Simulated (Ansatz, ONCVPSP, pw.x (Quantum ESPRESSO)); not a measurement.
nitrogen (fcc): variants of one ONCV potential in the solid

nitrogen (N), optimised norm-conserving Vanderbilt (ONCV), made with ONCVPSP 4.0.1.1 (patched build) (LDA (Perdew-Wang 92), scalar-relativistic). Core [He], reference 2s1 2p4. Waves: 2s: rc 0.90 bohr, ncon 5, nbas 8, qcut 7.4 1/bohr, 2 projectors, debl 3.9 Ha; 2p: rc 2.55 bohr, ncon 4, nbas 8, qcut 6 1/bohr, 2 projectors, debl 3.7 Ha; d scattering state at 0.42 Ha: rc 2.75 bohr, ncon 3, nbas 7, qcut 3.9 1/bohr, 2 projectors, debl 0.5 Ha. Local part: polynomial inside 0.85 bohr (lpopt 5, dvloc0 0 Ha). Core correction: polynomial model core, fcfact 0.5.

Crystal test: fcc N in pw.x 7.5, no spin, 18³ k-points, Fermi–Dirac smearing 0.01 Ry, cutoffs set for each file from its atomic test. The reference is all-electron LAPW (Ansatz 0.2.0) with the same functional, mesh and smearing; V0 and B0 come from Birch–Murnaghan fits to the pressures at five volumes. Errors are pseudo minus all-electron; Δ is the rms difference of the E(V) curves that follow from these fits, minima aligned, over ±6 % about the mean V0. Mesh and smearing are coarse, so the numbers serve the comparison and aren't converged zero-temperature values; the lattice is a test structure that the element need not adopt. Spin polarisation is left out.

All-electron: a0 = 3.046 Å (V0 = 7.06 Å³/atom), B0 = 220.9 GPa.

Base: The largest radius (2.75 bohr) exceeds half the bond length (2.04 bohr), so the spheres overlap, which is one possible source of error among others. This is a poor potential for the solid. The free energy does not fall steadily as the cutoff rises, most likely since the density grid, which shrinks with it, is too coarse for the model core; the lower cutoffs are not converged. The generator flags a localised state at positive energy (d at 35 eV).

1 further variants are left out: they gave no file fit for a test, a broken result, the same result as the base, or pressures whose basis-set error rivals the error shown.

A dash in a converged row means that the minimum lies outside the volumes sampled.

```
    change  cutoffs (Ry)       pw.x  a0 (Å)  a0 error (%)  B0 error (%)  Δ (meV/atom)  mean pressure error (GPa)
      base       170/680  converged   3.083         +1.22          -6.0          12.2                      +8.11
d: rc 2.14       170/680  converged       –             –             –             –                     +11.93
d: rc 2.44       170/680  converged   3.094         +1.58          -6.3          15.8                     +10.71
d: rc 2.98       170/680  converged   3.060         +0.48          +0.7           5.0                      +3.36
```

Give the row for: d: rc 3.34.

pw.x: converged; mean pressure error (GPa): -1.52; a0 (Å): 3.039; a0 error (%): -0.20; B0 error (%): +23.3; Δ (meV/atom): 2.7.
